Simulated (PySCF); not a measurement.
**methyl propyl ketone: calculation and literature**

Numbering as in the mapped SMILES `[CH3:1][CH2:2][CH2:3][C:4]([CH3:5])=[O:6]`; H(Xn) means a hydrogen on atom n.

Measured values that the calculation should reproduce: δ $^{13}$C C3 45.2; C2 17.5; C1 13.5; δ $^{1}$H H(C3) 2.40; H(C2) 1.60; H(C1) 0.93 ppm (measured; solution, not stated per compound (mostly CDCl3 or CCl4); Pretsch, Buehlmann, Badertscher, Structure Determination of Organic Compounds, 4th ed. (2009)).

[PySCF: geometry: PBE0-D3(BJ)/def2-TZVP; NMR shieldings at KT3/pcSseg-2/GIAO; fast rotation and ring inversion assumed for equivalent nuclei; relativity neglected; single conformer; no solvent]

Problem. What does the calculation give, and how does it compare?

Solution. 
Reference values: measured (solution, not stated per compound (mostly CDCl3 or CCl4); Pretsch, Buehlmann, Badertscher, Structure Determination of Organic Compounds, 4th ed. (2009)).
| atoms | quantity | reference | computed | computed, scaled |
| --- | --- | --- | --- | --- |
| C3 | δ $^{13}$C | 45.2 | 48.2 | 46.0 |
| C2 | δ $^{13}$C | 17.5 | 22.3 | 19.0 |
| C1 | δ $^{13}$C | 13.5 | 16.6 | 13.1 |
| H(C3) | δ $^{1}$H | 2.40 | 2.44 | 2.42 |
| H(C2) | δ $^{1}$H | 1.60 | 1.60 | 1.60 |
| H(C1) | δ $^{1}$H | 0.93 | 0.93 | 0.95 |

Computed shifts are σ(ref) − σ with the named reference compound (TMS for H and C) calculated as an isolated molecule at the same level. The measured values may be among those fitted. Expected solution values come from regression of measured δ (H and C: mostly CDCl3, vs TMS) on computed σ: $^{13}$C (scatter 3.0 ppm rms, 3.0 ppm with the 1 outlier that the fit left out); $^{1}$H (scatter 0.14 ppm rms, 0.16 ppm with the 4 outliers that the fit left out). A few per cent of atoms miss by over 2 rms, more outside the fitted compound classes.

Problem. How far are the unscaled $^{13}$C shifts from the references?

Solution. Mean signed difference +3.63 ppm, mean absolute 3.63 ppm over 3 comparisons; the largest is +4.8 ppm at C2 (sp3 CH2).

Problem. How far are the unscaled $^{1}$H shifts from the references?

Solution. Mean signed difference +0.01 ppm, mean absolute 0.01 ppm over 3 comparisons; the largest is +0.04 ppm at H(C3) (hydrogen on an sp3 CH2 α to a carbonyl).
